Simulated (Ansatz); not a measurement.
Results of PBEsol (PAW; Ansatz, an electronic-structure program) for rock-salt SnTe (cubic form, which distorts at low temperature).

Run with plane-wave cutoff 520 eV, 10×10×10 k mesh, Fermi–Dirac smearing 0.01 eV, scalar-relativistic PAW data made under PBE.

Equation-of-state points:

```
V (Å³/atom)  E − E_lowest (meV/atom)  P (GPa)
-----------  -----------------------  -------
29.210                         18.50     3.36
29.832                          7.92     2.12
30.453                          1.91     1.00
31.075                          0.00     0.00
31.696                          1.77    -0.90
32.318                          6.83    -1.70
32.939                         14.80    -2.39
```

### Question
Fit the third-order Birch–Murnaghan equation and give B0 and B′.

### Answer
V0 = 31.074 Å³/atom, B0 = 47.2 GPa, B′ = 4.6 (fit to the energies at full precision).

Measured, for comparison: bulk modulus 37.8 GPa (temperature not stated, no zero-point or thermal correction; as tabulated in Toher et al. (2017), arXiv:1611.05714); equilibrium volume per atom 31.50 Å³/atom (room temperature, no zero-point or thermal correction; as tabulated in Maiti et al. (2022), arXiv:2109.01420). Computed (rounded) less measured: bulk modulus +25 %, equilibrium volume per atom -1.4 %. A static lattice is as a rule a little smaller and stiffer than an uncorrected measurement, which can account for part of this.

Note: symmetry holds this phase in the static calculation, where it need not be a minimum; the gap of the solid is closed in this run; this level leaves the solid without a gap, although one is measured.

Spin–orbit coupling is not included; it can open a gap where bands touch, and shift volumes and moduli.
